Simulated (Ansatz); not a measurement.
```yaml
crystal:
  periodic: [false, false, false]
  atoms:
    - {symbol: C, position_ang: [-1.493557, -0.245902, -0.003457]}
    - {symbol: As, position_ang: [0.235946, 0.033002, 0.000479]}
    - {symbol: H, position_ang: [-2.096284, 0.668772, 0.006738]}
    - {symbol: H, position_ang: [1.372014, 1.036522, 0.012441]}
    - {symbol: H, position_ang: [0.983433, -1.228166, -0.013613]}
basis:
  gaussian: {orbitals: def2-TZVP}
hamiltonian: {xc: pbe0}
relax: {f_tol: 0.004, max_steps: 80}
```

```sh
$ ansatz run in.yaml --threads 1 --pin off --events-out ev --progress --plain --max-ram 2176MiB
```

Steps of the relaxation (energy above the last step; positions in Å, forces in eV/Å):

```
5
step 1, 80.1 meV
C    -1.494   -0.246   -0.003    0.020   -0.005    0.000
As    0.236    0.033    0.000   -0.297   -0.093   -0.001
H    -2.096    0.669    0.007    0.100    0.232    0.003
H     1.372    1.037    0.012   -0.136    0.413    0.005
H     0.983   -1.228   -0.014    0.313   -0.548   -0.006
```

```
5
step 2, 17.1 meV
C    -1.496   -0.242   -0.003   -0.077   -0.026    0.000
As    0.240   -0.018    0.000   -0.022    0.027    0.000
H    -2.039    0.715    0.007    0.147    0.073    0.001
H     1.285    1.101    0.013   -0.161   -0.076   -0.001
H     1.012   -1.292   -0.014    0.112    0.002    0.000
```

```
5
step 3, 3.1 meV
C    -1.512   -0.243   -0.003   -0.150   -0.025    0.000
As    0.227   -0.051    0.000    0.169    0.081    0.001
H    -1.991    0.752    0.008    0.120   -0.037    0.000
H     1.225    1.106    0.013   -0.088   -0.109   -0.001
H     1.053   -1.300   -0.014   -0.052    0.089    0.001
```

```
5
step 4, 9.5 meV
C    -1.529   -0.267   -0.004    0.412    0.078    0.005
As    0.224   -0.042    0.000   -0.264   -0.273   -0.003
H    -1.937    0.754    0.008   -0.229    0.155   -0.001
H     1.208    1.115    0.013   -0.027   -0.017    0.001
H     1.035   -1.295   -0.014    0.108    0.056   -0.001
```

```
5
step 7, 0.0 meV
C    -1.521   -0.250   -0.003    0.000    0.002   -0.002
As    0.222   -0.057   -0.001   -0.001    0.000    0.000
H    -1.961    0.762    0.007    0.001   -0.002    0.002
H     1.203    1.102    0.013    0.000    0.000   -0.001
H     1.059   -1.293   -0.015    0.000    0.000    0.001
```

Close pairs at the end: C1–H3 1.103 Å, As2–H5 1.492 Å, As2–H4 1.518 Å, C1–As2 1.754 Å.

A stationary point of restricted PBE0 after 7 steps (its stability towards spin polarisation wasn't tested); no frequencies were run, so it isn't proven a minimum. 19 s on 1 thread of Arm Neoverse V2, shared host.
